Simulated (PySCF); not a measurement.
## Magnetisability: `CC[C@@H]1C[C@H]1S`, C$_{5}$H$_{10}$S

Geometry:
```csv
atom,x (Å),y (Å),z (Å)
C1,1.973,0.792,-0.032
C2,1.194,-0.455,0.357
C3,-0.172,-0.142,0.914
C4,-1.301,-1.121,0.819
C5,-1.317,0.125,-0.024
S6,-2.557,1.357,0.351
H7,2.969,0.542,-0.427
H8,2.115,1.459,0.833
H9,1.440,1.367,-0.806
H10,1.083,-1.119,-0.518
H11,1.762,-1.036,1.104
H12,-0.171,0.482,1.815
H13,-2.005,-1.178,1.652
H14,-1.126,-2.070,0.305
H15,-1.116,-0.014,-1.092
H16,-1.785,2.444,0.130
```

Method used: PySCF, GIAO CAM-B3LYP/pcSseg-1 magnetisability, rotational g tensor and spin-rotation constants, non-relativistic, gas phase. Geometry: PBE0-D3(BJ)/def2-SVP.

Problem. How diamagnetic is it, and how anisotropic?

Solution. Isotropic -1374 × 10⁻³⁰ J/T², or -82.7 × 10⁻⁶ cm³/mol; principal values -1536, -1323, -1263 × 10⁻³⁰ J/T², anisotropy 248 × 10⁻³⁰ J/T² (root of half the summed squared differences of the principal values). The susceptibility is in cgs units.

Problem. Split it along the inertial axes a, b, c into diamagnetic and paramagnetic parts about the centre of mass, with the quadrupole moment.

Solution. 
```tsv
axis	χ (10⁻⁶ cm³/mol)	diamagnetic (10⁻⁶ cm³/mol)	paramagnetic (10⁻⁶ cm³/mol)	summed x² of all electrons (Å²)	quadrupole Θ (D Å)
a	-86.8	-348.8	262.0	181.4	-5.09
b	-81.4	-859.2	777.8	61.1	+4.30
c	-80.1	-1028.7	948.6	21.1	+0.80
```
Anisotropies 2χaa − χbb − χcc = -12.1 and 2χbb − χaa − χcc = +4.0 × 10⁻⁶ cm³/mol. Θ is traceless in Buckingham's convention.

Problem. And the rotational g tensor?

Solution. 
```tsv
axis	rotational constant (GHz)	g	nuclear part	electronic part
a	5.2265	+0.0155	0.6589	-0.6434
b	1.5877	-0.0034	0.5767	-0.5802
c	1.3074	-0.0024	0.5803	-0.5826
```
Asymmetric top; isotopes 12C, 1H, 32S; no vibrational averaging.
